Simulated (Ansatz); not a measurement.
## How methods differ on [BPH5]− (SMILES [BH3-]P)

[BPH5]−: 7 atoms, total charge -1, spin state singlet. As SMILES, `[BH3-]P`. The coordinates come from a GFN2-xTB relaxation.

| atom | x (Å) | y (Å) | z (Å) |
| --- | --- | --- | --- |
| B | -0.5061 | -0.5199 | -0.3638 |
| P | 0.6975 | 0.3002 | 0.9953 |
| H | -1.5844 | -0.6442 | 0.1744 |
| H | -0.0274 | -1.6012 | -0.6273 |
| H | -0.5575 | 0.2056 | -1.3303 |
| H | 0.2191 | 1.5995 | 0.9711 |
| H | 1.7588 | 0.6600 | 0.1807 |

Quantity: the vertical detachment energy (to the doublet neutral), in eV. The values are calculated.

```json
{"level": "SVWN5/STO-3G", "kind": "LDA", "program": "Ansatz", "value (eV)": "-0.28", "less FCI/STO-3G": "+0.68"}
{"level": "PBE/STO-3G", "kind": "GGA", "program": "Ansatz", "value (eV)": "-0.18", "less FCI/STO-3G": "+0.78"}
{"level": "r2SCAN/STO-3G", "kind": "meta-GGA", "program": "Ansatz", "value (eV)": "-0.10", "less FCI/STO-3G": "+0.86"}
{"level": "r2SCAN0/STO-3G", "kind": "hybrid meta-GGA", "program": "Ansatz", "value (eV)": "-0.03", "less FCI/STO-3G": "+0.93"}
{"level": "CAM-B3LYP/STO-3G", "kind": "range-separated hybrid", "program": "Ansatz", "value (eV)": "0.03", "less FCI/STO-3G": "+0.99"}
{"level": "B2PLYP/STO-3G", "kind": "double hybrid", "program": "Ansatz", "value (eV)": "-0.31", "less FCI/STO-3G": "+0.65"}
{"level": "RPA@PBE/STO-3G", "kind": "RPA", "program": "Ansatz", "value (eV)": "-1.02", "less FCI/STO-3G": "-0.06"}
{"level": "CCSD(T)/STO-3G", "kind": "coupled cluster or CI", "program": "Ansatz", "value (eV)": "-0.96", "less FCI/STO-3G": "0.00"}
{"level": "FCI/STO-3G", "kind": "exact in the basis", "program": "Ansatz", "value (eV)": "-0.96", "less FCI/STO-3G": "0.00"}
```

FCI/STO-3G is exact within its basis and frozen core, so for wave-function methods in that basis the difference is their error; functionals converge differently with the basis, so for them it is only a difference. Sets without diffuse functions describe the anion poorly. The values span -1.02 to 0.03 eV. All rows use very small basis sets, so none should be taken for the real molecule's value.
